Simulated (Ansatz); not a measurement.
## Ansatz (development build ahead of 0.2.0) run

```yaml
crystal:
  periodic: [false, false, false]
  atoms:
    - { symbol: C, position_ang: [0.04201, -0.04327, -0.73124] }
    - { symbol: O, position_ang: [0.02371, -0.05165, 0.72955] }
    - { symbol: H, position_ang: [-0.04053, 0.92587, 1.07709] }
    - { symbol: H, position_ang: [0.04542, -1.11817, -1.21509] }
    - { symbol: H, position_ang: [-0.4466, 0.86512, -1.31095] }
basis:
  gaussian: { orbitals: cc-pVDZ }
magnetization:
  spin_polarized: true
  initial_magnetization: 1
hamiltonian:
  xc: hf
correlation:
  method: mp2
  frozen_orbitals: { C: 1, H: 0, O: 1 }
```

The input is written out in the form of the current development build from the run's settings.

Output:

```yaml
Converged: yes
Reference_energy: -114.39676 hartree
Correlation_energy: -0.31696 hartree
Total_energy: -114.71372 hartree
Spin_squared_of_the_determinant: 0.764
```
